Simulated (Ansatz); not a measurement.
Structure relaxation of Mo2Br

Computed with DFT r2SCAN, scalar-relativistic, plane waves, PAW in Ansatz 0.2.0. Cutoff 500 eV, Γ-centred k mesh, Gaussian smearing, no spin polarisation in the final step.

Mo2Br was placed on the cubic Laves (C15) structure type (Fd-3m, No. 227), with Br in place of Mg, Mo in place of Cu, at a guessed volume.

```yaml
crystal:
  lattice:
    - [0.00000, 3.90661, 3.90661]
    - [3.90661, 0.00000, 3.90661]
    - [3.90661, 3.90661, 0.00000]
  atoms:
    - { symbol: Mo, position: [0.62500, 0.62500, 0.62500] }
    - { symbol: Mo, position: [0.12500, 0.62500, 0.62500] }
    - { symbol: Mo, position: [0.62500, 0.62500, 0.12500] }
    - { symbol: Mo, position: [0.62500, 0.12500, 0.62500] }
    - { symbol: Br, position: [0.00000, 0.00000, 0.00000] }
    - { symbol: Br, position: [0.25000, 0.25000, 0.25000] }
```

Cell and atoms relax at zero pressure; the relaxation can't lower the symmetry of the start. After a coarse first stage the cell is made exact in the group found at 0.06 Å.

Formation energies are uncorrected and refer to the elements' standard structures at the same level.

(1) Describe the relaxed structure.

(2) What are its volume, energy, density and gap?

Answers

(1) It keeps Fd-3m (No. 227). The result has the cubic Laves (C15) structure. Conventional cell: a = 7.604 Å. Around Mo lie 6 Mo at 2.69 Å and 6 Br at 3.15 Å; Br has 12 Mo at 3.15 Å and 4 Br at 3.29 Å.

```xyz
6
Lattice="0.0000 3.8022 3.8022 3.8022 0.0000 3.8022 3.8022 3.8022 0.0000" Properties=species:S:1:pos:R:3 pbc="T T T"
Mo    4.7528    4.7528    4.7528
Mo    4.7528    2.8517    2.8517
Mo    2.8517    2.8517    4.7528
Mo    2.8517    4.7528    2.8517
Br    0.0000    0.0000    0.0000
Br    1.9011    1.9011    1.9011
```

(2) The volume per atom is 18.32 Å³. The density is 8.21 g/cm³. The energy over the elements is 1.33 eV/atom and the gap on the 8×8×8 mesh is 0 eV (a metal).

The final run used a 8×8×8 mesh on its 6-atom cell and 0.10 eV smearing. The k mesh leaves about 4 meV/atom of noise in metals. Symmetry constrained the relaxation, so the result can be a saddle point.

Cost: 3 runs of about 3.3 core-minutes in all, on Arm Neoverse V1 (shared hosts).